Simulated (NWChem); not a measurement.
Species: NO anion, triplet

```xyz
2

N      0.0000     0.0000    -0.6792
O      0.0000     0.0000     0.5929
```
Atoms are numbered in this order, from 1.

All runs: NWChem. Pople sets run with spherical d functions. Spin-unrestricted. Structure relaxed at the B3LYP/def2-SVPD, spin-unrestricted level. No stability test was run on the SCF state. The gas-phase anion has a positive highest level at the geometry level, so the gas reference is doubtful. Level: PBE0/6-31+G* with COSMO at NWChem's default radii, gas-phase geometry; the question gives the dielectric constant. Reactions with the solvent are ignored.

Q: Estimate the computed values for dielectric constant 25.0. Quantities: electrostatic solvation energy (kcal/mol).

A: 
```
Quantity                                   Result
-----------------------------------------  ------
electrostatic solvation energy (kcal/mol)   -71.5
```
